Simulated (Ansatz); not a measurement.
## A relaxation, step by step

CH2OS (SMILES S.[C-]#[O+]), closed shell, PBE0-D4/def2-TZVP (Ansatz 0.2.0). Settings:

```yaml
hamiltonian: {xc: pbe0, dispersion: d4}
relax: {f_tol: 0.005, max_steps: 200}
```

Start (the SMILES describes the start alone):

```xyz
5
angstrom
S -0.1824 0.6580 -1.4885
H 0.9672 -0.0670 -1.4198
H -0.9266 -0.4422 -1.1942
C -0.0571 -0.4966 1.6881
O 0.1989 0.3478 2.4143
```

```csv
step,energy less the last (meV),largest force component (eV/Å)
1,39.2,1.658
2,25.8,1.904
3 (rejected trial),154.3,5.744
4,3.0,0.584
5,0.7,0.067
6,0.6,0.033
7,0.5,0.013
8,0.4,0.002
9,0.4,0.116
10,0.2,0.032
11,0.1,0.013
12,0.1,0.086
13,0.1,0.046
14,0.1,0.017
15,0.0,0.001
16,0.0,0.007
17,0.0,0.011
18,0.0,0.010
19,0.0,0.008
20,0.0,0.004
21,0.0,0.001
```

Step 11, positions (Å) and forces (eV/Å):

| atom | x | y | z | Fx | Fy | Fz |
| --- | --- | --- | --- | --- | --- | --- |
| S1 | -0.187 | 0.645 | -1.600 | 0.003 | -0.006 | 0.001 |
| H2 | 0.971 | -0.032 | -1.606 | -0.005 | 0.003 | 0.000 |
| H3 | -0.874 | -0.432 | -1.190 | 0.003 | 0.003 | 0.000 |
| C4 | -0.132 | -0.502 | 1.859 | 0.005 | 0.013 | 0.011 |
| O5 | 0.222 | 0.322 | 2.536 | -0.005 | -0.013 | -0.011 |

Step 13, positions (Å) and forces (eV/Å):

| atom | x | y | z | Fx | Fy | Fz |
| --- | --- | --- | --- | --- | --- | --- |
| S1 | -0.191 | 0.641 | -1.602 | -0.004 | -0.001 | -0.001 |
| H2 | 0.974 | -0.023 | -1.634 | 0.004 | -0.001 | -0.001 |
| H3 | -0.853 | -0.439 | -1.160 | 0.000 | 0.003 | 0.000 |
| C4 | -0.167 | -0.488 | 1.856 | 0.023 | 0.045 | 0.044 |
| O5 | 0.236 | 0.308 | 2.540 | -0.024 | -0.046 | -0.042 |

Step 15, positions (Å) and forces (eV/Å):

```csv
atom,x,y,z,Fx,Fy,Fz
S1,-0.192,0.640,-1.608,0.000,0.000,0.000
H2,0.976,-0.019,-1.642,0.000,0.000,-0.001
H3,-0.848,-0.439,-1.157,0.000,0.000,0.001
C4,-0.178,-0.488,1.867,0.000,0.000,0.000
O5,0.243,0.306,2.540,0.000,0.000,0.000
```

Last step (21):

S1  (-0.193, 0.639, -1.612)
H2  (0.975, -0.013, -1.711)
H3  (-0.813, -0.441, -1.114)
C4  (-0.213, -0.474, 1.876)
O5  (0.244, 0.290, 2.561)
(Å)

Hardware: 2 CPU threads of an AMD EPYC 7R43, shared host. Wall time about 42 s.
